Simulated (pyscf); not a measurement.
PySCF, gas phase, ωB97X-D3(BJ)/def2-SVP geometries.

Task: PBE/def2-TZVP puts the barrier of HO–Si(OH)(O–SiH₃)–O–SiH₃ + HF + HF -> HO–Si(F)(O–SiH₃)–O–SiH₃ + H₂O + HF (multi-bond step; singlet surface; O–Si, F–H, F–H broken, F–Si, H–O, F–H formed) at -0.43 eV and the reaction energy at -0.45 eV, from the separated reactants. What do PBE0-D3(BJ)/def2-TZVP, M06-2X/def2-TZVP, ωB97M-D3(BJ)/def2-TZVP give on the same structures?

Result: PBE0-D3(BJ): ΔE‡ = -0.37 eV, ΔE = -0.41 eV; M06-2X: ΔE‡ = -0.37 eV, ΔE = -0.41 eV; ωB97M-D3(BJ): ΔE‡ = -0.28 eV, ΔE = -0.43 eV. PBE's barrier lies under all of them, by 0.06 to 0.15 eV. Its reaction energy lies under all of them, by 0.02 to 0.04 eV. On the reactant side the descent ends in a bound adduct (not fully relaxed), 0.99 eV under the separated species and 0.73 eV under the saddle at ωB97X-D3(BJ)/def2-TZVP. On the product side the descent ends in an adduct with a O–Si contact, 0.04 eV under the separated species and 0.19 eV under the saddle at ωB97X-D3(BJ)/def2-TZVP. At PBE, PBE0-D3(BJ), M06-2X, ωB97M-D3(BJ) the saddle lies under the separated reactants, which points to a path from their complex (located at ωB97X-D3(BJ) alone). What is counted as broken (O–Si) persists as a longer contact in the product adduct; parting that adduct is a step of its own. One saddle was located; it need not be the lowest between these sides.
